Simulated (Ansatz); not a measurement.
Level of theory: frozen-core CCSD(T)/cc-pVTZ // B3LYP-D3(BJ)/def2-TZVP (Ansatz, an electronic-structure program).

Ansatz 0.2 input:
```yaml
crystal:
  periodic: [false, false, false]
  atoms:
    - { symbol: N, position_ang: [-0.000079, 0.425612, -0.000001] }
    - { symbol: H, position_ang: [-0.806183, -0.212954, 0.000003] }
    - { symbol: H, position_ang: [0.806263, -0.212659, -0.000003] }
basis:
  gaussian: { orbitals: cc-pVTZ }
correlation:
  method: ccsd_t
magnetization:
  spin_polarized: true
  initial_magnetization: 1
```

Output:

```
Functional definition: HF
338 factors; integrals over basis functions are off by at most 4.6e-4 eV
mean field evaluation 1: about -1511.8663 eV, gradient 1.3e1 eV
mean field evaluation 2: about -1511.8667 eV, gradient 1.3e1 eV
mean field evaluation 4: about -1512.5551 eV, gradient 1.3e0 eV
mean field evaluation 8: about -1512.5665 eV, gradient 1.1e-3 eV
mean field evaluation 16: about -1512.5665 eV, gradient 2.6e-6 eV
mean field evaluation 32: about -1510.3412 eV, gradient 9.8e-2 eV
mean field -1512.56651082 eV, -55.5857940184 hartree, gradient 2.6e-6 eV, S^2 0.758998; 1 other end points of the search recorded, 0 dependent functions left out
determinant -1512.56651082 eV, -55.5857940184 hartree, with singles and doubles -1518.12555013 eV, -55.7900849446 hartree
determinant -1510.34109488 eV, -55.5040114910 hartree, with singles and doubles -1515.93797681 eV, -55.7096931082 hartree
1 core orbitals not correlated
reference -1512.56651082 eV, -55.5857940184 hartree; 4, 3 occupied and 53, 54 virtual orbitals, 338 factors
second order -5.02611373 eV of doubles, -0.00000000 eV of singles
cycle   1  -5.48892043 eV  change   -4.7e-1 eV  update   1.2e-2
cycle   2  -5.49995251 eV  change   -1.1e-2 eV  update   2.9e-3
cycle   3  -5.50039442 eV  change   -4.4e-4 eV  update   1.1e-3
cycle   4  -5.50067111 eV  change   -2.8e-4 eV  update   4.3e-4
cycle   5  -5.50077030 eV  change   -9.9e-5 eV  update   1.4e-4
cycle   6  -5.50078627 eV  change   -1.6e-5 eV  update   4.4e-5
cycle   7  -5.50081296 eV  change   -2.7e-5 eV  update   1.4e-5
cycle   8  -5.50081091 eV  change    2.0e-6 eV  update   5.2e-6
perturbative correction -0.15372265 eV, -0.0056492033 hartree
Total energy: -1518.22104439 eV, -55.7935942940 hartree
```

Cost: very roughly 5 core-seconds.
